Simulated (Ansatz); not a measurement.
## A small benchmark: atomisation enthalpy at 298 K

6 molecules, all hydrocarbons; the atomisation enthalpy at 298 K in kJ/mol, computed less measured. Shapes, held fixed at every level: PBE0-D4/def2-TZVP. Flexible molecules stand in one conformer, not always the lowest. Thermal terms are harmonic and unscaled (PBE0-D4/def2-TZVP); the spin-orbit lowering of the free atoms is taken from their spectra. Programs: Ansatz 0.2.0. Measured values: Active Thermochemical Tables, CRC Handbook of Chemistry and Physics.

Levels: A = HF/def2-SVP; B = HF/def2-TZVPP; C = PBE0-D4/def2-TZVPP; D = B2PLYP/def2-TZVPP.

```csv
molecule,from tabulated heats,A,B,C,D
C2H2 (acetylene),1641,-454,-469,-4,-13
C3H3 (propargyl radical),2453,-612,-646,+37,-11
C5H8 (SMILES C=C=CCC),5188,-1286,-1355,+49,-44
C4H10 (SMILES CCCC),5173,-1209,-1273,+22,-51
C5H10 (2-methyl-2-butene),5806,-1392,-1469,+40,-57
"C5H10 (1,1-dimethylcyclopropane)",5773,-1391,-1476,+52,-61
```

Which level does best on this set, which worst, and which err to one side?


| level | kind | mean error | mean absolute error | worst case |
| --- | --- | --- | --- | --- |
| HF/def2-SVP | Hartree–Fock | -1057.3 | 1057.3 | C5H10 (2-methyl-2-butene) |
| HF/def2-TZVPP | Hartree–Fock | -1114.7 | 1114.7 | C5H10 (1,1-dimethylcyclopropane) |
| PBE0-D4/def2-TZVPP | global hybrid | +32.7 | 34.0 | C5H10 (1,1-dimethylcyclopropane) |
| B2PLYP/def2-TZVPP | double hybrid | -39.5 | 39.5 | C5H10 (1,1-dimethylcyclopropane) |

On this set PBE0-D4/def2-TZVPP has the smallest mean absolute error and HF/def2-TZVPP the largest. HF/def2-SVP is too low in 6 of 6; HF/def2-TZVPP is too low in 6 of 6; PBE0-D4/def2-TZVPP is too high in 5 of 6; B2PLYP/def2-TZVPP is too low in 6 of 6. The largest two are near a tie. For HF/def2-SVP and HF/def2-TZVPP and B2PLYP/def2-TZVPP the error grows with the size of the molecule. Hartree–Fock lacks correlation and underbinds. Spin contamination: C3H3 (⟨S²⟩ up to 0.96). Open shells run unrestricted. The set is small.
